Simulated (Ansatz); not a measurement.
# CH2NO: the cost of one run

Program: Ansatz 0.2.0 through its Python package. The levels of theory stand in the script. These are calculated values, not measurements.

### Step 1. Starting point

Bond lengths: N1–C2 1.424 Å, C2–O3 1.259 Å, N1–H4 1.044 Å, C2–H5 1.081 Å. Angles: N1–C2–O3 120.2°, N1–C2–H5 119.9°, O3–C2–H5 119.9°, C2–N1–H4 120.9°.

Input file ch2no.xyz:

```xyz
5

N     0.85240   -0.52060   -0.09860
C    -0.48080   -0.05150    0.07420
O    -0.72750    1.18230    0.04430
H     1.63990    0.14780   -0.25170
H    -1.28410   -0.75810    0.23180
```

### Step 2. The code

Contents of run_basis.py:

```python
'''How the energy of CH2NO converges with the basis.'''

import ansatz as az

mol = az.Crystal.molecule_from_extxyz('ch2no.xyz')

calculation = mol.calculation().functional('hf').spin('collinear', total=1)

energies = {}
for basis in ['cc-pVDZ', 'cc-pVTZ']:
    report = calculation.basis(gaussian=basis).run(threads=1).report
    size = report['n_frozen'] + report['n_occupied'][0] + report['n_virtual'][0]
    energies[basis] = (report['reference_energy_ev'] / 27.211386246, report['free_energy_ev'] / 27.211386246)
    print(f'{basis:14s} {size:4d} orbitals  reference {energies[basis][0]:14.6f} Ha  total {energies[basis][1]:14.6f} Ha')

last = energies['cc-pVTZ'][1]
for basis, (_, total) in energies.items():
    print(f'{basis:14s} lies {27.211386 * (total - last):9.4f} eV above cc-pVTZ')
```

### Step 3. The input behind the calls

The package turns the script's settings into the engine's input (first run):

```yaml
crystal:
  periodic: [false, false, false]
  atoms:
    - { symbol: "N", position_ang: [0.8524, -0.5206, -0.0986] }
    - { symbol: C, position_ang: [-0.4808, -0.0515, 0.0742] }
    - { symbol: O, position_ang: [-0.7275, 1.1823, 0.0443] }
    - { symbol: H, position_ang: [1.6399, 0.1478, -0.2517] }
    - { symbol: H, position_ang: [-1.2841, -0.7581, 0.2318] }
basis:
  gaussian:
    orbitals: cc-pVDZ
hamiltonian:
  xc: hf
magnetization:
  spin_polarized: true
  initial_magnetization: 1.0
```

### Step 4. Running it

The run is started by

```
python run_basis.py
```

Q: Estimate wall time and peak memory on 1 thread of Arm Neoverse V2, shared host.

About 3.4 s, with a peak of 0.27 GiB.
